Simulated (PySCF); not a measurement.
Compound: C3H4FNO.
Bonds: C1–C2 (double), C2–F3, C2–N4, N4–C5, C5–O6 (double). Hydrogens: H7, H8 on C1; H9 on N4; H10 on C5.

Method: PBE0-D3(BJ)/def2-SVP geometry optimisation, gas phase (PySCF); density fitting, grid level 1; the optimiser is geomeTRIC in internal coordinates, started from a GFN2-xTB structure with every atom displaced at random (about 0.01 Å).

Step 2: E = -9412.4471 eV
```
atom  x, y, z in Å  |  force x, y, z in eV/Å
C1     -1.4571   -0.4844   -0.2746    0.008  -0.268   0.039
C2     -0.6345    0.5601   -0.2880   -0.349   0.271   0.146
F3     -1.0615    1.7497   -0.7165    0.267   0.121  -0.063
N4      0.6909    0.6437    0.1329   -0.451  -0.489  -0.220
C5      1.4385   -0.4637    0.4310    0.487   0.108   0.248
O6      1.0554   -1.6061    0.4498    0.014   0.173  -0.030
H7     -1.1312   -1.4436    0.1243    0.013   0.084  -0.136
H8     -2.4588   -0.3611   -0.6829   -0.036   0.081   0.033
H9      1.1229    1.5605    0.1286   -0.013  -0.057   0.000
H10     2.4847   -0.1750    0.6851    0.060  -0.025  -0.017
```

Step 3: E = -9412.4753 eV
```
atom  x, y, z in Å  |  force x, y, z in eV/Å
C1     -1.4842   -0.4792   -0.2817    0.036  -0.115  -0.006
C2     -0.6453    0.5532   -0.2894   -0.189   0.068   0.194
F3     -1.0431    1.7566   -0.7091    0.209   0.017  -0.050
N4      0.6822    0.6148    0.1306   -0.248  -0.166  -0.188
C5      1.4682   -0.4636    0.4390    0.185   0.041   0.167
O6      1.1193   -1.6157    0.4702   -0.069   0.084  -0.044
H7     -1.1749   -1.4457    0.1094    0.074   0.024  -0.094
H8     -2.4841   -0.3356   -0.6884   -0.030   0.048   0.041
H9      1.1055    1.5353    0.1222    0.001  -0.005   0.005
H10     2.5060   -0.1398    0.6868    0.031   0.004  -0.025
```

**Question.** Estimate the geometry and energy of step 4. (The exact step hangs on the optimiser's Hessian estimate; all steps are aligned on step 3, rigid shifts and turns removed.)

**Answer.** E = -9412.4448 eV, largest force 0.708 eV/Å
```
atom  x, y, z in Å  |  force x, y, z in eV/Å
C1     -1.4815   -0.4868   -0.2789   -0.195   0.156  -0.162
C2     -0.6649    0.5625   -0.2778    0.410   0.009  -0.010
F3     -0.9837    1.7823   -0.7126   -0.480  -0.071   0.049
N4      0.6627    0.6086    0.1285    0.657   0.163   0.088
C5      1.4605   -0.4558    0.4567   -0.684   0.096  -0.157
O6      1.0471   -1.5853    0.4943    0.474  -0.423   0.165
H7     -1.0886   -1.4506    0.0371   -0.101   0.052   0.083
H8     -2.5040   -0.3671   -0.6358    0.020   0.004  -0.038
H9      1.0894    1.5272    0.1021   -0.038   0.037  -0.032
H10     2.5123   -0.1547    0.6759   -0.064  -0.024   0.015
```

The energy changes by +0.0305 eV. The first-order estimate −F·Δx gives -0.0498 eV and the mean of the old and new forces, exact on a quadratic surface, +0.0308 eV. The step makes an angle of 62° with the force vector and moves no atom by more than 0.113 Å. The energy falls at the start of this step and ends higher, so the step passed the lowest point of its straight line.

What follows is the cost of the whole optimisation. Time: 39 s; peak memory 0.43 GiB. Hardware: an Arm Neoverse V2 with one thread, shared host with 96 logical CPUs at a one-minute load of 25.
